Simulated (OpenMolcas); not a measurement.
# H2O3 (trioxidane) at 6 levels

Aim: a comparison of 6 runs (HF/STO-3G, B3LYP/6-31G*, SVWN5/cc-pVTZ, r2SCAN/cc-pVTZ, MP2/cc-pVTZ, CCSD(T)/cc-pVTZ) of H2O3 (trioxidane). 

Program for the calculation: OpenMolcas 26.06.

## Step 1: The structure to begin with

H2O3: 5 atoms, total charge 0, spin state singlet. SMILES: `OOO`. Geometry: relaxed at PBE0-D4/def2-TZVP. This is a higher conformer, about 11 kJ/mol above the lowest found by a separate search.

Bond lengths: O1–O2 1.403 Å, O2–O3 1.403 Å, O1–H4 0.968 Å, O3–H5 0.968 Å. Angles: O1–O2–O3 108.0°, O2–O1–H4 102.8°, O2–O3–H5 102.8°.

## Step 2: Energy and forces at HF/STO-3G (run 1)

Input file coord.xyz:

```xyz
5

O     -0.968320    -0.699970    -0.146130
O     -0.133650    -0.043580     0.770240
O      1.173090    -0.066850     0.261080
H     -1.310410     0.028200    -0.685190
H      1.239280     0.782200    -0.199990
```

Input file run.input:

```
>>> EXPORT MOLCAS_PRINT=2
&GATEWAY
BasLib=$CurrDir
Coord=coord.xyz
Basis=STO-3G
Group=NoSym
&SEWARD
&SCF
Thresholds=1e-10 1e-07 1e-07 1e-05
PrOrbitals=1
&ALASKA
```

The basis set STO-3G is read from a file made from the Basis Set Exchange's data (not shown).

Command:

```bash
$ export MOLCAS_MEM=1860
$ pymolcas run.input > run.log
```

What it wrote:

```text
--- Start Module: gateway ---
[...]
--- Stop Module: gateway /rc=_RC_ALL_IS_WELL_ ---
[...]
      Basis functions           17
[...]
--- Start Module: scf ---
[...]
       Convergence after  11 Iterations
[...]
::    Total SCF energy                               -222.5730978284
[...]
      Total spin, S                                     0.0000000000
[...]
      Total electronic charge=   26.000000
      Total            charge=   -0.000000
[...]
      Dipole Moment (debye):
      Origin of the operator (angstrom)=    0.0213   -0.2429    0.2653
                   X= -3.5757E-01               Y=  2.2859E+00               Z= -1.6721E+00           Total=  2.8546E+00
      Quadrupole Moment (debye*angstrom):
[...]
--- Stop Module: scf /rc=_RC_ALL_IS_WELL_ ---
--- Start Module: alaska ---
[...]
 *              Molecular gradients               *
 **************************************************
  Irreducible representation: a
 ------------------------------------------------------------------------------------------
                              X                       Y                       Z
 ------------------------------------------------------------------------------------------
  O1               -3.10740238271112E-02    3.11939935420522E-02   -3.01307760497664E-02
  O2               -8.63044758691256E-04   -5.46789320605257E-04    5.24914105861463E-03
  O3                1.80562474833312E-02    4.57092232865957E-02   -2.07849593980269E-02
  H4                1.51363162888232E-02   -3.57552820767677E-02    2.44012798965003E-02
  H5               -1.25549518635415E-03   -4.06011454312907E-02    2.12653144926669E-02
 ------------------------------------------------------------------------------------------
--- Stop Module: alaska /rc=_RC_ALL_IS_WELL_ ---
[...]
```

Run time: 1.8 s. Hardware: 1 thread of Arm Neoverse V1, shared host; peak memory 0.37 GiB.

## Step 3: Energy and forces at B3LYP/6-31G(d) (Cartesian functions) (run 2)

Input file mol.input:

```
* H2O3 Kohn-Sham DFT
>>> EXPORT MOLCAS_PRINT=2

&GATEWAY
 BASLIB
 $CurrDir
 COORD
 5
 bohr
 O     -1.82985960    -1.32275160    -0.27614568
 O     -0.25256190    -0.08235426     1.45554265
 O      2.21681882    -0.12632819     0.49336970
 H     -2.47631601     0.05329028    -1.29482144
 H      2.34189979     1.47814377    -0.37792633
 BASIS
 6-31Gs
 GROUP
 NoSym

&SEWARD
 GRIDINPUT
 Grid=UltraFine
 End of Grid

&SCF
 KSDFT
 B3LYP
 THRESHOLDS
 1e-10 1e-07 1e-07 1e-05
 PRORBITALS
 1

&ALASKA
```

The basis set 6-31G* is read from a file made from the Basis Set Exchange's data (not shown).

Command:

```bash
$ export MOLCAS_MEM=1860
$ pymolcas mol.input > mol.log
```

What it wrote:

```text
--- Start Module: gateway ---
[...]
--- Stop Module: gateway /rc=_RC_ALL_IS_WELL_ ---
[...]
      Basis functions           49
[...]
--- Start Module: scf ---
[...]
       Convergence after  14 Iterations
[...]
::    Total KS-DFT energy                            -226.6719891876
[...]
      Total spin, S                                     0.0000000000
[...]
      Total electronic charge=   26.000000
      Total            charge=   -0.000000
[...]
      Dipole Moment (debye):
      Origin of the operator (angstrom)=    0.0213   -0.2429    0.2653
                   X= -4.1673E-01               Y=  2.6783E+00               Z= -1.9709E+00           Total=  3.3513E+00
      Quadrupole Moment (debye*angstrom):
[...]
--- Stop Module: scf /rc=_RC_ALL_IS_WELL_ ---
[...]
--- Start Module: alaska ---
[...]
 *              Molecular gradients               *
 **************************************************
  Irreducible representation: a
 ------------------------------------------------------------------------------------------
                              X                       Y                       Z
 ------------------------------------------------------------------------------------------
  O1                8.23770639064403E-03    1.53929203266756E-02    6.24688612881608E-03
  O2                5.70948092834067E-03   -8.44483319838130E-03   -1.69266216107875E-02
  O3               -1.66333860786345E-02    8.03201424252586E-03    1.51764400668231E-03
  H4                2.69122321679105E-03   -7.09412713983371E-03    4.83969887947833E-03
  H5               -5.02445713135291E-06   -7.88597423100201E-03    4.32239259584155E-03
 ------------------------------------------------------------------------------------------
--- Stop Module: alaska /rc=_RC_ALL_IS_WELL_ ---
[...]
```

Run time: 11 s. Hardware: 1 thread of Arm Neoverse V1, shared host; peak memory 0.38 GiB.

Run 3 isn't shown in full; the table further down has it.

## Step 4: Energy and gradient at r2SCAN/cc-pVTZ (run 4)

Input file run.inp:

```
&GATEWAY
 BasLib=$CurrDir
 Coord
 5
 angstrom
 O       -0.968320      -0.699970      -0.146130
 O       -0.133650      -0.043580       0.770240
 O        1.173090      -0.066850       0.261080
 H       -1.310410       0.028200      -0.685190
 H        1.239280       0.782200      -0.199990
 Basis=cc-pVTZ
 Group=NoSym

&SEWARD
 GridInput
 Grid=UltraFine
 End of Grid

&SCF
 KSDFT=2
 1.0 MGGA_X_R2SCAN
 1.0 MGGA_C_R2SCAN
 Thresholds=1e-10 1e-07 1e-07 1e-05
 PrOrbitals=1 1

&ALASKA
```

The basis set cc-pVTZ is read from a file made from the Basis Set Exchange's data (not shown).

Command:

```bash
$ export MOLCAS_MEM=1860
$ pymolcas run.inp > run.log
```

What it wrote:

```text
--- Start Module: gateway ---
[...]
--- Stop Module: gateway /rc=_RC_ALL_IS_WELL_ ---
[...]
      Basis functions          118
[...]
--- Start Module: scf ---
[...]
       Convergence after  15 Iterations
[...]
::    Total KS-DFT energy                            -226.6736946440
[...]
      Total spin, S                                     0.0000000000
[...]
      Total electronic charge=   26.000000
      Total            charge=   -0.000000
[...]
      Dipole Moment (debye):
      Origin of the operator (angstrom)=    0.0213   -0.2429    0.2653
                   X= -3.8788E-01               Y=  2.5030E+00               Z= -1.8503E+00           Total=  3.1367E+00
      Quadrupole Moment (debye*angstrom):
[...]
--- Stop Module: scf /rc=_RC_ALL_IS_WELL_ ---
[...]
--- Start Module: alaska ---
[...]
 *              Molecular gradients               *
 **************************************************
  Irreducible representation: a
 ------------------------------------------------------------------------------------------
                              X                       Y                       Z
 ------------------------------------------------------------------------------------------
  O1                1.08888097860707E-02    1.01330503304187E-02    1.00497160930813E-02
  O2                5.64392508683786E-03   -8.30714325607085E-03   -1.67865857172362E-02
  O3               -1.72232371407066E-02    1.81326189982656E-03    4.70222621383731E-03
  H4                1.68994811394541E-04   -1.87509052182255E-03    9.84626475295070E-04
  H5                5.21507456420323E-04   -1.76407845238069E-03    1.05001693497586E-03
 ------------------------------------------------------------------------------------------
--- Stop Module: alaska /rc=_RC_ALL_IS_WELL_ ---
[...]
```

Run time: 61 s. Hardware: 1 thread of Arm Neoverse V1, shared host; peak memory 0.74 GiB.

Run 5 isn't shown in full; the table further down has it.

## Step 5: A single-point energy at CCSD(T)/cc-pVTZ (Cholesky decomposition) (run 6)

Input file struct.xyz:

```xyz
5

O     -0.968320    -0.699970    -0.146130
O     -0.133650    -0.043580     0.770240
O      1.173090    -0.066850     0.261080
H     -1.310410     0.028200    -0.685190
H      1.239280     0.782200    -0.199990
```

Input file calc.input:

```
* H2O3 CCSD(T)

&GATEWAY
  BasLib=$CurrDir
  Coord=struct.xyz
  Basis=cc-pVTZ
  Group=NoSym

&SEWARD
  High

&SCF
  Thresholds=1e-10 1e-07 1e-07 1e-05
  PrOrbitals=1 2

&CHCC
  Frozen=3
  Threshold=1e-08
  MaxIterations=80

&CHT3
  Frozen=3
```

The basis set cc-pVTZ is read from a file made from the Basis Set Exchange's data (not shown).

Command:

```bash
$ export MOLCAS_MEM=1860
$ pymolcas calc.input > calc.log
```

What it wrote:

```text
--- Start Module: gateway ---
[...]
--- Stop Module: gateway /rc=_RC_ALL_IS_WELL_ ---
[...]
      Basis functions          118
[...]
       Convergence after  14 Iterations
[...]
::    Total SCF energy                               -225.6309147556
[...]
      Total spin, S                                     0.0000000000
[...]
      Total electronic charge=   26.000000
      Total            charge=   -0.000000
[...]
      Dipole Moment (debye):
      Origin of the operator (angstrom)=    0.0213   -0.2429    0.2653
                   X= -4.1675E-01               Y=  2.7101E+00               Z= -2.0201E+00           Total=  3.4057E+00
      Quadrupole Moment (debye*angstrom):
[...]
--- Start Module: chcc ---
[...]
--- Stop Module: chcc /rc=_RC_ALL_IS_WELL_ ---
[...]
--- Start Module: cht3 ---
[...]
--- Stop Module: cht3 /rc=_RC_ALL_IS_WELL_ ---
[...]
```

Run time: 17 min. Hardware: 1 thread of Arm Neoverse V1, shared host; peak memory 0.3 GiB.

## Step 6: All runs side by side

| run | level | Cartesian functions | integration grid | energy (Eh) | dipole moment (D) of the reference | HOMO energy (eV) | LUMO energy (eV) | wall time |
| --- | --- | --- | --- | --- | --- | --- | --- | --- |
| 1 | HF/STO-3G | no | – | -222.573098 | 2.85 | -10.11 | 11.96 | 1.8 s |
| 2 | B3LYP/6-31G* (Cartesian functions) | yes | UltraFine | -226.671989 | 3.35 | -7.95 | 0.53 | 11 s |
| 3 | SVWN5/cc-pVTZ | no | UltraFine | -225.189875 | 3.18 | -6.66 | -1.16 | 35 s |
| 4 | r2SCAN/cc-pVTZ | no | UltraFine | -226.673695 | 3.14 | -6.95 | -0.53 | 61 s |
| 5 | MP2/cc-pVTZ | no | – | -226.363970 | 3.41 | -13.44 | 3.43 | 17 s |
| 6 | CCSD(T)/cc-pVTZ (Cholesky decomposition) | no | – | -226.401344 | 3.41 | -13.44 | 3.43 | 17 min |

## Step 7: What came out

```
                                          quantity          value
                               run 6: total energy  -226.40134 Eh
         run 6: dipole moment (mean-field density)         3.41 D
        run 6: HOMO energy (Hartree–Fock orbitals)      -13.44 eV
        run 6: LUMO energy (Hartree–Fock orbitals)        3.43 eV
      run 6: HOMO–LUMO gap (Hartree–Fock orbitals)       16.87 eV
run 6: correlation energy (3 core orbitals frozen)     -770.4 mEh
                             run 6: (T) correction     -29.72 mEh
```

Over runs 1, 2, 3, 4 the dipole moment (its size) runs from 2.85 D (HF/STO-3G) to 3.35 D (B3LYP/6-31G*). The two ends differ in method and basis. Over runs 1, 2, 3, 4 the HOMO–LUMO gap runs from 5.50 eV (SVWN5/cc-pVTZ) to 22.07 eV (HF/STO-3G). Totals of different functionals can't be ranked against each other. In run 1 the basis is minimal, so the values are rough. All runs together took 19 min, the longest 17 min.
